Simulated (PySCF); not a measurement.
# SH⁻ with other numerical set-ups

Aim: see how much the energy and properties of SH⁻ depend on the numerical set-up.

The runs use PySCF 2.14.0; each script names its method and basis.

7 further runs of the same task are left out: 7 that didn't finish.

### 1 Where the work starts

SH⁻: 2 atoms, charge -1, spin multiplicity 1.

Bond lengths: H1–S2 1.616 Å.

### 2 The base run

input.py

```python
from pyscf import gto, dft, tdscf

mol = gto.M(
    atom='H 0 0 0; S 0 0 1.616',
    basis='3-21g',
    charge=-1,
    spin=0,
    symmetry=True,
    verbose=4,
)
mf = dft.UKS(mol, xc='m06l')
mf.kernel()
td = tdscf.TDDFT(mf)
td.nstates = 8
td.kernel()
td.analyze()
mf.dip_moment()
print('orbital energies (hartree):', [e[max(0, n-3):n+3].round(4) for e, n in zip(mf.mo_energy, mol.nelec)])
```

The run is started by

```
$ OMP_NUM_THREADS=1 python input.py
```

The log of this run is left out.

It gives: E(SCF) = -396.813103 Eh, 7 cycles, excitations 3.66, 3.66, 4.41, 4.41, 5.95 eV.

The bond length is a typed value, not an optimised one. The dipole of an ion depends on the origin.

### 3 Density fitting def2-universal-jkfit

Edit 1 changes density fitting: none → def2-universal-jkfit.

input.py

```python
from pyscf import gto, dft, tdscf

mol = gto.M(
    atom='H 0 0 0; S 0 0 1.616',
    basis='3-21g',
    charge=-1,
    spin=0,
    symmetry=True,
    verbose=4,
)
mf = dft.UKS(mol, xc='m06l')
mf = mf.density_fit(auxbasis='def2-universal-jkfit')
mf.kernel()
td = tdscf.TDDFT(mf)
td.nstates = 8
td.kernel()
td.analyze()
mf.dip_moment()
print('orbital energies (hartree):', [e[max(0, n-3):n+3].round(4) for e, n in zip(mf.mo_energy, mol.nelec)])
```

The run is started by

```
$ OMP_NUM_THREADS=1 python input.py
```

### 4 Integration grid 6

Edit 2 changes integration grid: default → 6.

input.py, as its differences from that of step 2:

```diff
@@ -11,2 +11,3 @@
 mf = dft.UKS(mol, xc='m06l')
+mf.grids.level = 6
 mf.kernel()
```

### 5 6-31g(3d)

Edit 3 changes basis set: 3-21g → 6-31g(3d).

input.py, as its differences from that of step 2:

```diff
@@ -4,3 +4,3 @@
     atom='H 0 0 0; S 0 0 1.616',
-    basis='3-21g',
+    basis='6-31g(3d)',
     charge=-1,
```

Before running it: what results should come out? Wanted: for each run, E(SCF); from base; gap; after the SCF.

**Answer**, as computed:

```
                                 run  E(SCF) (hartree)  from base (eV)  cycles  gap (eV)  functions              after the SCF
                                base       -396.813103               0       7      3.99         15  lowest root found 3.66 eV
density fitting def2-universal-jkfit       -396.813314         -0.0057       7      3.99         15  lowest root found 3.66 eV
                  integration grid 6       -396.813056         +0.0013       7      3.99         15  lowest root found 3.66 eV
             6-31g(3d) (poor choice)       -398.762092  not comparable       8      4.11         30  lowest root found 3.63 eV
```

The highest filled level of this anion is positive: the basis lacks diffuse functions or the electron is not bound, so these numbers hang on the basis. The largest comparable shift of the SCF energy, -0.006 eV, comes with the run “density fitting def2-universal-jkfit”. The dearest run is “integration grid 6”, at 6.6 s against 2.1 s. Rows marked «poor choice» come from settings spoiled on purpose.
